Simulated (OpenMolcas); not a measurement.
**Potential curves of AlSi⁻: spin-free states**

Calculated with OpenMolcas 26.06: state-averaged CASSCF(8,8) over Si 3s 3p, Al 3s 3p, XMS-CASPT2 (IPEA 0.25, imaginary shift 0.2 hartree), scalar X2C, ANO-RCC-VTZP, then RASSI spin–orbit state interaction with atomic mean-field integrals. C2 symmetry about the axis (a holds Σ, Δ, Γ; b holds Π, Φ, H; Σ⁺ and Σ⁻ are not told apart); roots by multiplicity and irrep: 3b 8, 1b 4, 1a 5, 5b 2, 5a 1.

XMS-CASPT2 energies in eV from the lowest point. Curves are followed by energy order within each symmetry, so they are adiabatic and may change character at avoided crossings; Σ⁺ and Σ⁻ are counted together.

```csv
R (Å),(1)3Π,(1)1Π,(1)1Δ,(1)5Π,(2)1Π
2.240,0.041,0.458,0.911,1.754,2.749
2.350,0.000,0.421,0.736,1.488,2.528
2.461,0.070,0.498,0.694,1.337,2.414
2.584,0.226,0.663,0.738,1.279,2.371
2.707,0.429,0.875,0.865,1.283,2.384
2.879,0.731,1.199,1.101,1.353,2.458
3.101,1.114,1.606,1.463,1.481,2.601
3.445,1.581,2.142,2.011,1.726,2.858
```

The 5 lowest clean curves are shown; the next is (1)5Σ, from 3.21 eV. Left out for impure symmetry, kinks or missing points, though low: (1)1Σ, (2)1Σ, (2)3Π, (3)3Π, (3)1Σ, (1)3Φ. Only roots inside an energy window near the equilibrium distance were included, so the list of states is not complete; labels number the states computed. Each spin and symmetry block has orbitals of its own, averaged over its own roots, so gaps between blocks are less sure than gaps within one and near the minimum can be off by tenths of an eV, in bad cases by more. No Rydberg orbitals are active, so Rydberg states, and σ→σ* states whose orbital the CASSCF left unused, can be missing between those listed. CASPT2 splits the two components of degenerate states numerically, here by up to 82 cm⁻¹. For an anion, states above the electron-detachment threshold (often below 1 to 3 eV) are held by the basis set and are not bound levels. No roots were computed in block 3a (none fell in the window or the block failed), so states of that kind are missing and can lie low or lowest. Points that failed a check (symmetry, reference weights, a jump) are left out.
